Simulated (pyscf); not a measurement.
PySCF, gas phase, ωB97X-D3(BJ)/def2-SVP geometries. MP2 and CC: frozen core, UHF for open shells. ΔMP2 is the change of the MP2 total energy from the triple- to the quadruple-zeta basis.

What is the homolytic dissociation enthalpy (298 K, CCSD(T)/def2-TZVPP + ΔMP2(QZVPP)) of the Cl–Sn bond of HO–SnH(OH)–Cl, to HO–SnH•–OH + Cl•?

Cl–Sn to HO–SnH•–OH + Cl•: 93.6 kcal/mol. Other isomers of HO–SnH•–OH were not searched in full and may lie lower. The CCSD(T) − MP2 part came from Ansatz, without density fitting, on the same reference. The frozen core leaves the outer d or s,p core shells of the metals and heavy elements correlated in the MP2 and CC values, and def2-TZVPP describes them poorly, which can shift differences by a few kcal/mol. Left out: the spin-orbit lowering of Cl. Elements past Kr carry the def2 core potentials, without spin-orbit coupling.
